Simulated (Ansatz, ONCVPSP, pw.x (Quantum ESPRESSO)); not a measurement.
# From atom to crystal: ONCV potential for Li (Z = 3)

ONCVPSP 4.0.1 input, shortened (lines: element, Z, core and valence counts, functional; n l f; lmax; l rc ep ncon nbas qcut; lloc lpopt rc5 dvloc0; l nproj debl; icmod fcfact rcfact), LDA (Perdew-Wang 92), scalar-relativistic:

```
  Li 3.00    1    1  -001012      upf
    1    0    2.00
    2    0    1.00
    2
    0    3.10    0.00    4    8    2.00
    1    3.05    0.08    4    7    3.10
    2    3.20    0.32    3    8    2.60
    4    5    2.05    0.00
    0    2    3.90
    1    2    1.10
    2    2    1.50
    2    0.35    0.75
```

In the p channel the program set the typed energies aside and used 0.050, 1.150 Ha.

Atomic tests: cutoffs needed: 1.4 Ha and 5.3 Ha (the cutoffs (Ha) at which the residual kinetic energy of the hardest occupied pseudo-wave falls to 1 and 0.1 mHa per electron) The cutoffs count occupied waves only; projector 2 of the s channel, the hardest unoccupied one, needs 28 Ha at the loose tolerance.; ghost test: no bound ghost flagged; GHOST(+) flagged for s at 126.4 eV; largest excitation error: -4.0 meV (all-electron minus pseudo) for 2s0 2p1, out of 2 test configurations.

Crystal test: bcc Li in pw.x 7.5, no spin, 14³ k-points, Fermi–Dirac smearing 0.01 Ry, cutoffs 50/200 Ry. The lattice is a test structure that the element need not adopt, and mesh and smearing are coarse.

pw.x input:

```
&control
  calculation='scf', prefix='x', pseudo_dir='./', outdir='./tmp', tstress=.true., disk_io='none'
/
&system
  ibrav=0, nat=1, ntyp=1, ecutwfc=50, ecutrho=200, nbnd=7,
  occupations='smearing', smearing='fd', degauss=0.01
/
&electrons
  conv_thr=1e-09, mixing_beta=0.4, electron_maxstep=70
/
ATOMIC_SPECIES
Li 1.0 Li.UPF
CELL_PARAMETERS angstrom
  -1.68354952 1.68354952 1.68354952
  1.68354952 -1.68354952 1.68354952
  1.68354952 1.68354952 -1.68354952
ATOMIC_POSITIONS crystal
Li 0.0000 0.0000 0.0000
K_POINTS automatic
14 14 14 0 0 0
```

```bash
pw.x < Li.scf.in > Li.scf.out
```

Problem. How does the run end?

Solution. It converges; the pressure is 0.14 GPa against -0.02 GPa from all-electron LAPW. The largest radius (3.20 bohr) exceeds half the bond length (2.76 bohr), so the spheres overlap, which is one possible source of error among others. The log shows:

```
Message from routine setup:
     using ibrav=0 with symmetry is DISCOURAGED, use correct ibrav instead
     lattice parameter (alat)  =       5.5104  a.u.
     unit-cell volume          =     128.8055 (a.u.)^3
     number of electrons       =         1.00
     number of Kohn-Sham states=            7
     kinetic-energy cutoff     =      50.0000  Ry
     charge density cutoff     =     200.0000  Ry
     scf convergence threshold =      1.0E-09
     Exchange-correlation= SLA  PW   NOGX NOGC
     number of k points=   104  Fermi-Dirac smearing, width (Ry)=  0.0100
     iteration #  1     ecut=    50.00 Ry     beta= 0.40
     total energy              =      -0.62891830 Ry
     estimated scf accuracy    <       0.00004035 Ry
     iteration #  2     ecut=    50.00 Ry     beta= 0.40
     total energy              =      -0.62891903 Ry
     estimated scf accuracy    <       0.00001440 Ry
     iteration #  3     ecut=    50.00 Ry     beta= 0.40
     total energy              =      -0.62891914 Ry
     estimated scf accuracy    <          1.6E-09 Ry
     iteration #  4     ecut=    50.00 Ry     beta= 0.40
     the Fermi energy is     0.5108 ev
!    total energy              =      -0.62891916 Ry
     estimated scf accuracy    <          1.6E-10 Ry
     smearing contrib. (-TS)   =      -0.00226059 Ry
     The total energy is F=E-TS. E is the sum of the following terms:
     one-electron contribution =       0.43633065 Ry
     hartree contribution      =       0.00037432 Ry
     xc contribution           =      -0.49141737 Ry
     ewald contribution        =      -0.57194618 Ry
     convergence has been achieved in   4 iterations
          total   stress  (Ry/bohr**3)                   (kbar)     P=        1.41
     Message from routine punch:
     Nothing written, as per user request (disk_io='none')
```
